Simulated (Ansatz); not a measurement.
# [Sm(H2O)6]3+ (SmH₁₂O₆ (+3)): the relaxed shape and its frontier levels

Aim: characterise [Sm(H2O)6]3+ (SmH₁₂O₆ (+3)) as a sextet: its structure, frontier levels and distribution of charge and spin.

Method: UKS PBE0-D4/def2-TZVP; program: Ansatz 0.2.0, Gaussian basis.

Levels to be run: relaxation at PBE-D4/def2-SVP; a search for the lowest solution at PBE0-D4/def2-SVP; a single point at PBE0-D4/def2-TZVP.

### Step 1. The system as given

19 atoms, charge 3, spin multiplicity 6.

Atoms are counted from 1 here; the program's logs count them from 0.

Bond lengths: Sm1–O2 2.367 Å, Sm1–O5 2.365 Å, Sm1–O8 2.363 Å, Sm1–O11 2.369 Å, Sm1–O14 2.367 Å, Sm1–O17 2.367 Å, O2–H3 0.980 Å, O2–H4 0.980 Å, O5–H6 0.980 Å, O5–H7 0.980 Å, O8–H9 0.980 Å, O8–H10 0.980 Å, O11–H12 0.980 Å, O11–H13 0.980 Å, O14–H15 0.980 Å, O14–H16 0.980 Å, O17–H18 0.980 Å, O17–H19 0.980 Å. Angles: O2–Sm1–O5 179.8°, O2–Sm1–O8 89.7°, O2–Sm1–O11 90.2°, O2–Sm1–O14 90.0°, O2–Sm1–O17 89.6°, O5–Sm1–O8 90.4°, O5–Sm1–O11 89.7°, O5–Sm1–O14 89.9°, O5–Sm1–O17 90.5°, O8–Sm1–O11 179.9°, O8–Sm1–O14 89.9°, O8–Sm1–O17 90.4°, O11–Sm1–O14 90.1°, O11–Sm1–O17 89.6°, O14–Sm1–O17 179.5°, Sm1–O2–H3 129.0°, Sm1–O2–H4 128.7°, H3–O2–H4 102.3° and more.

As a file:

```xyz
19
H12O6Sm
Sm    0.00431   -0.00124   -0.00378
O     0.17955    0.18953    2.34869
H     0.15250    0.99559    2.90532
H     0.28341   -0.52087    3.01561
O    -0.17537   -0.18655   -2.35451
H    -0.27031    0.52304   -3.02343
H    -0.17115   -0.99579   -2.90690
O     2.35405    0.17572   -0.18226
H     3.01980    0.29591    0.52661
H     2.91004    0.15014   -0.98857
O    -2.35114   -0.17560    0.17727
H    -2.90781   -0.16914    0.98359
H    -3.01631   -0.27761   -0.53466
O    -0.18083    2.35193   -0.18109
H    -0.98811    2.90728   -0.17714
H     0.53066    3.01994   -0.26800
O     0.17872   -2.35342    0.19109
H    -0.53513   -3.01638    0.29583
H     0.98311   -2.91249    0.17633
```

Sm takes a core potential in the def2 sets. No spin-orbit coupling is included. The ion is computed in the gas phase, without counter-ions or solvent.

The start is a GFN2-xTB geometry.

### Step 2. Optimising with PBE-D4/def2-SVP

File in.yaml:

```yaml
crystal:
  periodic: [false, false, false]
  atoms:
    - {symbol: Sm, position_ang: [0.004310, -0.001240, -0.003780]}
    - {symbol: O, position_ang: [0.179550, 0.189530, 2.348690]}
    - {symbol: H, position_ang: [0.152500, 0.995590, 2.905320]}
    - {symbol: H, position_ang: [0.283410, -0.520870, 3.015610]}
    - {symbol: O, position_ang: [-0.175370, -0.186550, -2.354510]}
    - {symbol: H, position_ang: [-0.270310, 0.523040, -3.023430]}
    - {symbol: H, position_ang: [-0.171150, -0.995790, -2.906900]}
    - {symbol: O, position_ang: [2.354050, 0.175720, -0.182260]}
    - {symbol: H, position_ang: [3.019800, 0.295910, 0.526610]}
    - {symbol: H, position_ang: [2.910040, 0.150140, -0.988570]}
    - {symbol: O, position_ang: [-2.351140, -0.175600, 0.177270]}
    - {symbol: H, position_ang: [-2.907810, -0.169140, 0.983590]}
    - {symbol: H, position_ang: [-3.016310, -0.277610, -0.534660]}
    - {symbol: O, position_ang: [-0.180830, 2.351930, -0.181090]}
    - {symbol: H, position_ang: [-0.988110, 2.907280, -0.177140]}
    - {symbol: H, position_ang: [0.530660, 3.019940, -0.268000]}
    - {symbol: O, position_ang: [0.178720, -2.353420, 0.191090]}
    - {symbol: H, position_ang: [-0.535130, -3.016380, 0.295830]}
    - {symbol: H, position_ang: [0.983110, -2.912490, 0.176330]}
basis:
  gaussian: {orbitals: def2-SVP}
total_charge: 3
magnetization: {spin_polarized: true, initial_magnetization: 5}
hamiltonian: {xc: pbe, dispersion: d4}
scf: {lower_state_search: "off"}
output: {orbitals: {seedname: orbitals}}
relax: {f_tol: 0.03, max_steps: 70}
```

Command:

```bash
> ansatz run in.yaml --threads 4 --pin off --events-out ev --progress --plain --max-ram 9574MiB
```

Further steps of the session: Searching for the lowest solution, PBE0-D4/def2-SVP; Single point, PBE0-D4/def2-TZVP.

Q: Predict the results of all the runs planned. Wanted: point group; near neighbours of the metal; HOMO, LUMO at PBE0-D4/def2-TZVP; ⟨S²⟩; charge on the metal; spin on the metal.

The runs gave:

```
                                         quantity                                             value
                                      point group                                               C2h
                     near neighbours of the metal  O 2.40, O 2.40, O 2.40, O 2.40, O 2.42, O 2.42 Å
HOMO, LUMO at PBE0-D4/def2-TZVP (over both spins)                                 -22.53, -17.53 eV
                                             ⟨S²⟩                                             8.758
charge on the metal (Mulliken, PBE0-D4/def2-TZVP)                                           +1.97 e
                     spin on the metal (Mulliken)                                              5.04
```

The molecule keeps its bonding pattern by the stored test; the atoms moved 0.04 Å (rms). The metal has 6 near neighbours by the distance rule, from 2.40 to 2.42 Å. Of 5 unpaired electrons, 5.04 sit on the metal by Mulliken's count. No usable vibrations, so a minimum isn't proven. Whether this spin is the lowest isn't tested here.
